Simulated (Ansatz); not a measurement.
**Ge–NH₂⁺, triplet in cc-pVDZ: errors against UCCSDT(Q)**

Geometry: that of the Ge–NH2, quartet, kept fixed.

```json
{"atom": "Ge", "x (Å)": "0.0000", "y (Å)": "0.0000", "z (Å)": "0.4319"}
{"atom": "N", "x (Å)": "0.0000", "y (Å)": "0.0000", "z (Å)": "-1.8834"}
{"atom": "H", "x (Å)": "0.0000", "y (Å)": "0.8309", "z (Å)": "-2.4773"}
{"atom": "H", "x (Å)": "0.0000", "y (Å)": "-0.8309", "z (Å)": "-2.4773"}
```

Basis cc-pVDZ; Ansatz 0.2.0. Correlated methods freeze the noble-gas cores and the filled d shells of p-block atoms, which leaves 10 electrons in 36 orbitals. R marks a restricted (for open shells ROHF) determinant, U an unrestricted one. Active spaces: valence = (10e, 10o) chosen from the atoms' valence shells. No spin–orbit coupling is included, and no scalar relativity.

Full CI isn't at hand for all of this; UCCSDT(Q) serves as the reference, and is uncertain by about the last step of the cluster series. The frozen core follows each run's orbitals, which can shift R against U totals by a few meV for light atoms and by up to 0.1 eV past Ca.

* UHF ⟨S²⟩: 2.030
* T1 diagnostic (RCCSD): 0.0192
* largest doubles amplitude (RCCSD): 0.069
* T1 diagnostic (UCCSD): 0.0142

Question: From what is known of these methods and the diagnostics, rank them by the size of their error in total energy against UCCSDT(Q) in cc-pVDZ, smallest first (an estimate: the text doesn't fix the numbers).
A. UCCSD
B. UCCSD(T)
C. UCCSDT
D. UHF
E. UMP2

Answer: C (0.33 mEh), B (1.10 mEh), A (5.54 mEh), E (38.57 mEh), D (220.29 mEh).

All errors are against UCCSDT(Q) in cc-pVDZ. Within each family the higher level lies nearer, as is usual though not guaranteed.

Natural occupations of CASSCF (valence space) about the gap: 1.983 1.976 1.975 1.955 1.000 1.000 0.041 0.026 0.024 0.021; effectively unpaired electrons, Σ n²(2−n)², 2.03.
